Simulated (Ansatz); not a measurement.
```yaml
crystal:
  periodic: [false, false, false]
  atoms:
    - {symbol: Mn, position_ang: [0.000000, 0.000000, -1.410653]}
    - {symbol: N, position_ang: [0.000000, 0.000000, 0.189963]}
    - {symbol: H, position_ang: [0.000000, 0.000000, 1.220689]}
basis:
  gaussian: {orbitals: def2-TZVP}
magnetization: {spin_polarized: true, initial_magnetization: 1}
hamiltonian: {xc: pbe0}
relax: {f_tol: 0.004, max_steps: 80}
```

```sh
$ ansatz run in.yaml --threads 1 --pin off --events-out ev --progress --plain --max-ram 2176MiB
```

Steps of the relaxation (energy above the last step; positions in Å, forces in eV/Å):

```
3
step 1, 70.8 meV
Mn    0.000    0.000   -1.411    0.089   -0.009   -0.741
N     0.000    0.000    0.190   -0.228    0.022    1.395
H     0.000    0.000    1.221    0.139   -0.013   -0.654
```

```
3
step 2, 58.1 meV
Mn    0.002    0.000   -1.413    0.083   -0.008   -0.600
N    -0.006    0.001    0.197   -0.207    0.020    0.789
H     0.003    0.000    1.216    0.124   -0.012   -0.188
```

```
3
step 3, 42.2 meV
Mn    0.008   -0.001   -1.433    0.047   -0.004   -0.095
N    -0.021    0.002    0.211   -0.124    0.012   -0.033
H     0.013   -0.001    1.222    0.078   -0.007    0.129
```

```
3
step 7, 32.8 meV
Mn    0.047   -0.004   -1.437   -0.005    0.000    0.350
N    -0.122    0.012    0.215    0.046   -0.004    0.120
H     0.075   -0.007    1.222   -0.041    0.004   -0.470
```

```
3
step 13, 0.6 meV
Mn    0.084   -0.008   -1.376    0.023   -0.002   -0.055
N    -0.219    0.021    0.211   -0.027    0.003    0.102
H     0.135   -0.013    1.165    0.003    0.000   -0.047
```

```
3
step 15, 0.0 meV
Mn    0.091   -0.009   -1.371    0.000    0.000   -0.002
N    -0.237    0.023    0.215    0.001    0.000    0.004
H     0.146   -0.014    1.156   -0.001    0.000   -0.003
```

```
3
step 16, 0.0 meV
Mn    0.091   -0.009   -1.371    0.000    0.000    0.000
N    -0.237    0.023    0.215    0.000    0.000    0.000
H     0.146   -0.014    1.156    0.000    0.000    0.000
```

Close pairs at the end: N2–H3 1.017 Å, Mn1–N2 1.619 Å.

A stationary point of unrestricted PBE0 after 16 steps, with ⟨S²⟩ = 2.320 against 0.75 for a pure state; no frequencies were run, so it isn't proven a minimum. 4.9 min on 1 thread of AMD EPYC 9R14, shared host.
